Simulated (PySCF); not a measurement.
**A diatomic session: HF**

One job finds the state of HF, follows it along the bond with each method and fits the curves.

Program: PySCF 2.14.0. Level of theory: H cc-pVTZ, F cc-pVTZ, no relativity. These are calculated values, not measurements.

## 1. The job

Settings of the job:

```
atoms                         : H, F
charge                        : 0
basis                         : H cc-pVTZ, F cc-pVTZ
Hamiltonian                   : no relativity
basis functions               : 44
electrons treated             : 10
masses in u                   : 1.0078, 18.9984
levels                        : PBE0, PBE, r²SCAN, TPSSh, r²SCANh, revPBE, CAM-B3LYP, HF, MP2, SCS-MP2, CCSD, CCSD(T)
grid                          : 80 radial by 434 angular points
occupations                   : held fixed by the projection of orbital angular momentum
dissociation limit            : H + F, each in its ground configuration
starting distance in angstrom : 0.935
values of 2S to try           : 0, 2
```

Command:

```
$ OMP_NUM_THREADS=1 python dia.py task.json out
```

The runs that follow: First curve: PBE0; PBE (GGA); r²SCAN (meta-GGA); TPSSh (hybrid meta-GGA); r²SCANh; revPBE; CAM-B3LYP (range-separated hybrid); RHF (mean field); Adding correlation.

What does the calculation give? Wanted: for each run, Re; ωe; De; μ.

As calculated:

Lowest PBE0 solution found, without spin–orbit coupling: ¹Σ⁺ (singlet), closed shell.

```
      level  Re (Å)  ωe (cm⁻¹)  De (eV)  μ (D)
        RHF   0.898       4482     4.17  -1.90
    RHF-MP2   0.918       4179     6.11    n/a
RHF-SCS-MP2   0.918       4171     6.01    n/a
   RHF-CCSD   0.915       4212     5.86    n/a
RHF-CCSD(T)   0.917       4177     5.94    n/a
        PBE   0.930       3983     6.06  -1.79
     revPBE   0.930       3981     5.90  -1.77
     r²SCAN   0.921       4100     5.92  -1.82
      TPSSh   0.924       4066     5.88  -1.81
    r²SCANh   0.918       4152     5.86  -1.83
       PBE0   0.918       4164     5.86  -1.83
  CAM-B3LYP   0.921       4121     5.98  -1.85
```

De is counted to H + F in their ground configurations. A positive dipole means H(−)F(+).

Differences from CCSD(T) in the same basis:

```
      level  Re (mÅ)  ωe (%)
        RHF      -19    +7.3
    RHF-MP2       +1     0.0
RHF-SCS-MP2       +1    -0.1
   RHF-CCSD       -2    +0.8
        PBE      +13    -4.6
     revPBE      +13    -4.7
     r²SCAN       +4    -1.9
      TPSSh       +7    -2.7
    r²SCANh       +1    -0.6
       PBE0       +1    -0.3
  CAM-B3LYP       +4    -1.4
```

In words: Against CCSD(T) in the same basis, the bond length is nearest at RHF-MP2 and RHF-SCS-MP2 and r²SCANh (+1 mÅ) and farthest at RHF (-19 mÅ); the wavenumber is nearest at RHF-MP2 (0.0 %) and farthest at RHF (+7.3 %). Hartree–Fock makes the bond too short and too stiff against this reference, as it mostly does. PBE gives a bond that is too long and too soft, as GGAs tend to. Among the levels with a De in the table, it runs from 4.17 eV (RHF) to 6.11 eV (RHF-MP2).

Correlated steps freeze 1 core orbital.
